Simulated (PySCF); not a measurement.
C₃H₂FNS.
Numbering: `[F:1][c:2]1[cH:3][cH:4][n:5][s:6]1` (hydrogens: H7 on C3; H8 on C4)

Computed at PBE0/pcSseg-1 (PySCF, non-relativistic), with Q(14N) = 0.02044 b, Q(33S) = −0.0678 b: N5, 14N (I = 1): χzz = -4.466 MHz, η = 0.504; S6, 33S (I = 3/2): χzz = -36.02 MHz, η = 0.664.

Question: Find the zero-field quadrupole resonance frequencies of 14N at N5.

Answer: From ν± = (3/4)|χ|(1 ± η/3) and ν0 = |χ|η/2: ν+ 3.912 MHz, ν− 2.786 MHz, ν0 1.126 MHz (pyridine-type nitrogen).

Question: Find the zero-field quadrupole resonance frequencies of 33S at S6.

Answer: From ν = (|χ|/2)√(1 + η²/3): ν = 19.29 MHz (ring sulfur).

In a crystal, neighbours and librations shift these lines. Geometry: GFN2-xTB; no solvent, vibrations or thermal averaging. GFN2-xTB bond lengths can be off by several hundredths of an ångström, more for odd bonds, and the gradients follow them. These gradients aren't converged with respect to the basis.
